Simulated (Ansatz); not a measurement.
Total energies of OP (`O=[P]`) radical.

| atom | x (Å) | y (Å) | z (Å) |
| --- | --- | --- | --- |
| O1 | 0.439 | 0.585 | 0.086 |
| P2 | -0.439 | -0.585 | -0.086 |

Charge 0, multiplicity 2. All single points use the PBE0-D4/def2-TZVP geometry. Basis def2-TZVPP, Ansatz 0.2.0.

RPA on PBE orbitals: Hartree–Fock energy of these orbitals -415.59385 Eh, correlation -0.56482 Eh (frozen core).

```csv
functional,energy without D4 (Eh),D4 term (kJ/mol)
r2SCAN,-416.52222,-0.4
B97M-V,-416.46804,–
```

(1) Give the same for LDA (SPW92), PBE, revPBE, BLYP, PBE0, B3LYP, r2SCANh, r2SCAN0, HSE06 (plane-wave form), BHLYP, CAM-B3LYP, LC-ωPBE, ωB97X-V, ωB97M-V, B2PLYP, PBE-QIDH. (Best estimate.)

B3LYP takes the VWN-RPA correlation (the form of Gaussian; ORCA's B3LYP/G). HSE06 is the plane-wave form, built on full-range PBE exchange. The double hybrids freeze the cores in their second-order part.

Answers

(1) Computed: 
```
             functional  energy without D4 (Eh)  D4 term (kJ/mol)
            LDA (SPW92)              -414.79346                 –
                    PBE              -416.35587              -1.9
                 revPBE              -416.50223              -6.2
                   BLYP              -416.59117              -4.3
                   PBE0              -416.37387              -1.5
                  B3LYP              -416.60535              -3.1
                r2SCANh              -416.51351              -0.4
                r2SCAN0              -416.50108              -0.5
HSE06 (plane-wave form)              -416.36402              -1.4
                  BHLYP              -416.54658              -2.3
              CAM-B3LYP              -416.57255              -1.5
                LC-ωPBE              -416.42813                 –
                ωB97X-V              -416.50097                 –
                ωB97M-V              -416.55000                 –
                 B2PLYP              -416.42270                 –
               PBE-QIDH              -416.27479                 –
```

LC-ωPBE has ω = 0.4 bohr⁻¹.
